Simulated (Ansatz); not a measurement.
# CH2BF (SMILES B=CF): functionals against CCSD(T) at one geometry

A test off equilibrium: a structure displaced at random from a GFN2-xTB minimum is computed at several levels, and each is set against CCSD(T).

The runs use Ansatz 0.2.0, Gaussian basis; single points in def2-TZVPP.

Cores are frozen in the correlated methods. B3LYP uses VWN-RPA correlation.

**1. Where the work starts**

SMILES `B=CF`, 5 atoms, charge 0, spin multiplicity 1.

Atoms are counted from 1 here; the program's logs count them from 0.

Bond lengths: B1–C2 1.428 Å, B1–H4 1.207 Å, C2–F3 1.400 Å, C2–H5 1.278 Å. Angles: C2–B1–H4 166.2°, B1–C2–F3 134.7°, B1–C2–H5 116.9°, F3–C2–H5 107.0°.

Coordinates:

```xyz
5
charge 0, multiplicity 1
B    -0.89290   -0.13490   -0.26310
C     0.43810    0.12500    0.18330
F     1.42980   -0.63360    0.81580
H    -1.88240   -0.45550   -0.87500
H     0.78350    1.35070    0.28560
```

**2. CCSD(T)/def2-TZVPP**

File run/in.yaml:

```yaml
crystal:
  periodic: [false, false, false]
  atoms:
    - {symbol: B, position_ang: [-0.892900, -0.134900, -0.263100]}
    - {symbol: C, position_ang: [0.438100, 0.125000, 0.183300]}
    - {symbol: F, position_ang: [1.429800, -0.633600, 0.815800]}
    - {symbol: H, position_ang: [-1.882400, -0.455500, -0.875000]}
    - {symbol: H, position_ang: [0.783500, 1.350700, 0.285600]}
basis:
  gaussian: {orbitals: def2-TZVPP}
correlation: {method: ccsd_t}
output: {forces: true}
```

No record of the launch command was kept for these runs.

**3. PBE0-D4/def2-TZVPP**

run/in.yaml: that of step 2 with these lines changed.

```diff
@@ -10,3 +10,3 @@
   gaussian: {orbitals: def2-TZVPP}
-correlation: {method: ccsd_t}
-output: {forces: true}
+hamiltonian: {xc: pbe0, dispersion: d4}
+output: {forces: true, orbitals: {seedname: orbitals}}
```

**4. wB97M-V/def2-TZVPP**

run/in.yaml: that of step 3 with these lines changed.

```diff
@@ -10,3 +10,3 @@
   gaussian: {orbitals: def2-TZVPP}
-hamiltonian: {xc: pbe0, dispersion: d4}
-output: {forces: true, orbitals: {seedname: orbitals}}
+hamiltonian: {xc: {name: wB97M-V}}
+output: {forces: true}
```

**5. r2SCAN-D4/def2-TZVPP**

run/in.yaml: that of step 4 with these lines changed.

```diff
@@ -10,3 +10,3 @@
   gaussian: {orbitals: def2-TZVPP}
-hamiltonian: {xc: {name: wB97M-V}}
+hamiltonian: {xc: r2scan, dispersion: d4}
 output: {forces: true}
```

**6. PBE-D4/def2-TZVPP**

run/in.yaml: that of step 5 with these lines changed.

```diff
@@ -10,3 +10,3 @@
   gaussian: {orbitals: def2-TZVPP}
-hamiltonian: {xc: r2scan, dispersion: d4}
+hamiltonian: {xc: pbe, dispersion: d4}
 output: {forces: true}
```

**7. B3LYP-D4/def2-TZVPP**

run/in.yaml: that of step 6 with these lines changed.

```diff
@@ -10,3 +10,3 @@
   gaussian: {orbitals: def2-TZVPP}
-hamiltonian: {xc: pbe, dispersion: d4}
+hamiltonian: {xc: {name: B3LYP}, dispersion: d4}
 output: {forces: true}
```

**8. BLYP-D4/def2-TZVPP**

run/in.yaml: that of step 7 with these lines changed.

```diff
@@ -10,3 +10,3 @@
   gaussian: {orbitals: def2-TZVPP}
-hamiltonian: {xc: {name: B3LYP}, dispersion: d4}
+hamiltonian: {xc: {name: BLYP}, dispersion: d4}
 output: {forces: true}
```

(Steps that only read results are left out.)

**Question.** What will these runs give? Wanted: energy less free atoms, CCSD(T)/def2-TZVPP; RMS force component; RMS force error; HOMO and LUMO, PBE0-D4; T1 diagnostic.

As calculated:

```
                                  quantity                                                                                            value
energy less free atoms, CCSD(T)/def2-TZVPP                                                                                       -17.086 eV
                       RMS force component                                                             1.315 to 1.508 eV/Å over the methods
                           RMS force error  PBE0-D4 0.248, wB97M-V 0.281, r2SCAN-D4 0.197, PBE-D4 0.227, B3LYP-D4 0.244, BLYP-D4 0.305 eV/Å
                    HOMO and LUMO, PBE0-D4                                                                               -6.78 and -2.66 eV
                             T1 diagnostic                                                                                            0.015
```

**Reading.** Against CCSD(T) the functionals' energies less atoms differ by -1.442 to -0.693 eV, PBE-D4 by -1.442 eV. A larger basis would deepen the CCSD(T) value, while the functionals are nearly converged already, so the order here is not reliable. For forces r2SCAN-D4 does best and BLYP-D4 worst. The restricted Hartree–Fock reference is unstable towards an unrestricted one at one or more of these structures.
